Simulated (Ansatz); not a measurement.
## Isomers

Structures of CH2BSi, doublet, relaxed at PBE0-D4/def2-TZVP (vibrations not checked; lower isomers may exist, and structures with a doubtful reference or unclear bonds are left out). Computed with Ansatz 0.2.0 (basis: def2-TZVPP); correlated methods freeze the cores; orbitals are unrestricted. B3LYP uses VWN-RPA correlation.

Q: Rank them by CCSD(T) energy, lowest first, and give each one's height above the lowest. Links in brackets join atoms within 1.22 times the sum of their covalent radii (1.1 for two metals). (An estimate is asked for; the value comes from the calculation.)
A.
CH₂BSi ([BH][C][SiH])
```
5
angstrom
B -1.0206 -1.0057 -0.2044
C -0.0597 -0.0589 -0.0079
Si 1.0682 1.1479 -0.3509
H -1.8482 -1.8316 -0.3104
H 1.8248 1.7244 0.8201
```
B.
CH₂BSi ([BH]1[CH][Si]1)
```
5
angstrom
B 0.5636 0.2692 -0.1894
C -0.4261 -0.1139 0.7575
Si -1.1262 1.4369 0.2594
H -0.5966 -0.9560 1.4182
H 1.4945 0.3618 -0.9084
```
C.
CH₂BSi ([BH2][C][Si])
```
5
angstrom
B 0.1956 0.2536 -0.5104
C -0.2753 -0.3560 0.7192
Si -0.8280 -1.0734 2.1637
H -0.0617 -0.2422 -1.5737
H 0.8484 1.2614 -0.4801
```

A: Computed: B (0.000 eV), C (0.858 eV), A (1.217 eV). Heights count from the lowest.

Q: Do PBE-D4, r2SCAN-D4, PBE0-D4, B3LYP-D4, wB97M-V, HF, MP2 give the same order? (Judge from chemistry; the calculation decides.)

A: Computed: All do.

The T1 diagnostic stays at or below 0.029. ⟨S²⟩ of the unrestricted Hartree–Fock references: 0.76 to 0.82 (a pure state has 0.75). The unrestricted reference is spin-contaminated, which hurts MP2 most.

For scale, one of the runs: CCSD(T)/def2-TZVPP, 132 basis functions, launched by `ansatz run in.yaml --threads 2 --pin off --events-out ev --progress --plain --max-ram 4352MiB`. Time: 23 s of wall clock on 2 CPU threads of an Arm Neoverse V1; the host was shared. Peak host memory: 1.4 GiB.
